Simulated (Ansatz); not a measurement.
**Worked example: HGe–GeH⁺, doublet against HGe–GeH, triplet**

Geometry (PBE0/def2-TZVP stationary point of a triplet), kept for both states (HGe–GeH, triplet: Au; HGe–GeH⁺, doublet: Au):

| atom | x (Å) | y (Å) | z (Å) |
| --- | --- | --- | --- |
| Ge | 0.0000 | -0.0625 | 1.2017 |
| Ge | 0.0000 | 0.0625 | -1.2017 |
| H | 0.0000 | 1.4524 | 1.6545 |
| H | 0.0000 | -1.4524 | -1.6545 |

Basis cc-pVDZ; Ansatz 0.2.0. Correlated methods freeze the noble-gas cores and the filled d shells of p-block atoms. R marks a restricted (for open shells ROHF) determinant. No spin–orbit coupling is included, and no scalar relativity.

Full CI isn't at hand for all of this; RCCSDTQ serves as the reference, and is uncertain by about the last step of the cluster series.

Coupled cluster chose its determinant by trial CCSD, here up to 0.18 eV above the lowest Hartree–Fock solution of its kind.

| level | E(HGe–GeH, triplet) (hartree) | E(HGe–GeH⁺, doublet) (hartree) |
| --- | --- | --- |
| RCCSD(T) | -4151.961810 | -4151.675876 |
| PBE | -4154.444153 | -4154.152104 |
| r2SCAN | -4155.049481 | -4154.748995 |
| RCCSDTQ | -4151.963911 | -4151.678590 |

Give the vertical gap, HGe–GeH⁺ doublet less HGe–GeH triplet, at each level in eV (1 hartree = 27.2114 eV), and each error against RCCSDTQ.

RCCSDTQ: (-4151.678590 − (-4151.963911)) × 27.2114 = 7.764 eV (the reference)
r2SCAN: (-4154.748995 − (-4155.049481)) × 27.2114 = 8.177 eV, error 0.413 eV
PBE: (-4154.152104 − (-4154.444153)) × 27.2114 = 7.947 eV, error 0.183 eV
RCCSD(T): (-4151.675876 − (-4151.961810)) × 27.2114 = 7.781 eV, error 0.017 eV

Total energies of functionals can't be set beside those of wave-function methods, since they hold the core's correlation and their own absolute errors; only the differences compare.

In so small a basis the reference is far from its limit while semilocal and hybrid functionals are nearer theirs, so the functionals' errors here hold much of the reference's basis and frozen-core error, which can add to them or hide them.

Each level lands on the state that its own search finds. T1 diagnostics of restricted CCSD: 0.024 and 0.035.
